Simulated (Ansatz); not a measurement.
The first iterations of a band of CH₄BCl (7 atoms, charge 0, multiplicity 1).

Method: UKS PBE/def2-mTZVP in Ansatz 0.2.0.

```json
{
  "movable images": "1",
  "climbing image": "yes",
  "spring": "5.0 eV/Å²",
  "optimiser": "quadratic models (default)",
  "start path": "through a guess of the saddle point",
  "force threshold": "0.03 eV/Å",
  "iteration limit": "60",
  "end points": "relaxed"
}
```

First end point:

```xyz
7
Properties=species:S:1:pos:R:3
B -0.531 0.123 -0.634
H -1.202 -0.712 -1.173
C 0.444 -0.200 0.531
H 1.114 -1.032 0.249
Cl -0.741 1.770 -1.246
H -0.136 -0.593 1.387
H 1.051 0.643 0.885
```

Last end point:

```xyz
7
Properties=species:S:1:pos:R:3
B -0.069 1.127 -0.081
H -0.889 -2.165 -1.380
C 0.470 0.576 1.071
H -0.165 -2.024 -1.243
Cl -0.728 1.806 -1.489
H 0.296 -0.467 1.351
H 1.085 1.147 1.771
```

| iteration | highest image above the first end (eV) | largest band force component (eV/Å) |
| --- | --- | --- |
| 1 | 3.133 | 2.865 |
| 2 | 3.199 | 1.810 |
| 3 | 2.997 | 1.039 |
| 4 | 2.674 | 1.731 |
| 5 | 2.645 | 0.914 |
| 6 | 2.515 | 0.621 |

Question: Does the band converge within its limit, and where does its top end?

Answer: It converged. It ended after 20 iterations with the highest image 2.685 eV above the first end. Neighbouring images differ by up to 2.7 eV, so the band resolves the path poorly. Another band between the same ends (5 images) ends at a top of the same energy, where a vibrational analysis finds 1 clearly imaginary mode. So few images can step over the top or miss a turn of the path. The orbitals stay closed-shell, which can raise the energy where a bond breaks towards radicals; this wasn't checked here.

Time of the run: 47 s on 2 threads of Arm Neoverse N1, on a shared host, peak memory 0.13 GiB.
